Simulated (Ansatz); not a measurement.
The input, for Ansatz 0.2.0:

```yaml
crystal:
  periodic: [false, false, false]
  atoms:
    - {symbol: Hf, position_ang: [0.000000, 0.000000, 0.000000]}
    - {symbol: C, position_ang: [0.000000, 0.000000, 1.798320]}
basis:
  gaussian: {orbitals: def2-TZVPP}
magnetization: {spin_polarized: false, initial_magnetization: 2}
correlation: {method: fic_mrcisd_q, electrons: outside_noble_gas, active_space: {window: {electrons: 4, orbitals: 4}}}
```

```sh
$ ansatz run in.yaml --threads 2 --pin off --events-out ev --progress --plain --max-ram 24576MiB --backend cuda --devices 0, --max-vram 18GiB
```

The program prints:

```
564 factors; integrals over basis functions are off by at most 6.8e-4 eV
mean field evaluation 1: about -2307.2508 eV, gradient 5.1e1 eV
mean field evaluation 2: about -2307.3668 eV, gradient 5.1e1 eV
mean field evaluation 4: about -2315.0978 eV, gradient 1.3e1 eV
mean field evaluation 8: about -2315.7735 eV, gradient 1.3e0 eV
mean field evaluation 16: about -2315.8130 eV, gradient 2.1e-6 eV
mean field evaluation 32: about -2316.0415 eV, gradient 1.4e-6 eV
mean field evaluation 64: about -2315.3722 eV, gradient 2.2e-5 eV
mean field evaluation 96: about -2315.5581 eV, gradient 5.6e0 eV
mean field evaluation 128: about -2315.4177 eV, gradient 8.0e-1 eV
mean field evaluation 160: about -2314.0621 eV, gradient 1.2e0 eV
...
mean field -2316.04151658 eV, -85.1129558651 hartree, gradient 2.2e-6 eV, S^2 2.000000; 16 other end points of the search recorded, 0 dependent functions left out
reference -2316.04151658 eV, -85.1129558651 hartree; 10, 8 occupied and 77, 79 virtual orbitals, 564 factors
state -2316.67198993 eV, -85.1361253333 hartree
...
state -2316.67198993 eV, -85.1361253333 hartree; corrected -2322.18141586 eV, -85.3385930017 hartree
state -2316.45836565 eV, -85.1282747856 hartree
...
state -2316.45836565 eV, -85.1282747856 hartree; corrected -2322.12235612 eV, -85.3364225963 hartree
state -2316.67198993 eV, -85.1361253333 hartree; corrected -2322.18141586 eV, -85.3385930017 hartree
state -2316.45734621 eV, -85.1282373219 hartree
contracted CI cycle   1: correlation 0.00000000 eV, 0.0000000000 hartree, residual 1.97e1 eV
contracted CI cycle   2: correlation -5.11450736 eV, -0.1879546788 hartree, residual 4.11e0 eV
contracted CI cycle   3: correlation -5.40613510 eV, -0.1986718004 hartree, residual 1.14e0 eV
contracted CI cycle   4: correlation -5.43456063 eV, -0.1997164194 hartree, residual 4.22e-1 eV
contracted CI cycle   5: correlation -5.43860779 eV, -0.1998651500 hartree, residual 1.48e-1 eV
contracted CI cycle   6: correlation -5.43909084 eV, -0.1998829017 hartree, residual 5.11e-2 eV
contracted CI cycle   7: correlation -5.43914534 eV, -0.1998849045 hartree, residual 1.77e-2 eV
contracted CI cycle   8: correlation -5.43915229 eV, -0.1998851597 hartree, residual 6.82e-3 eV
contracted CI cycle   9: correlation -5.43915336 eV, -0.1998851993 hartree, residual 2.67e-3 eV
contracted CI cycle  10: correlation -5.43915353 eV, -0.1998852054 hartree, residual 1.03e-3 eV
state -2316.45734621 eV, -85.1282373219 hartree; corrected -2322.53576261 eV, -85.3516150046 hartree
state -2316.45734621 eV, -85.1282373219 hartree; corrected -2322.53576261 eV, -85.3516150046 hartree
the orbitals are reached from a further start. From the first start the search ends at -2316.67166032 eV, -85.1361132204 hartree
WARN: the results are in doubt because another end's mean lies 0.215 eV lower, and its corrected mean 0.354 eV higher
Total energy: -2322.53576261 eV, -85.3516150046 hartree
In doubt: another end's mean lies 0.215 eV lower, and its corrected mean 0.354 eV higher
```

Ran on 2 threads of AMD EPYC 7R13 with a shared H100 80 GB, shared host: 42 s wall, 0.81 GiB peak host memory.
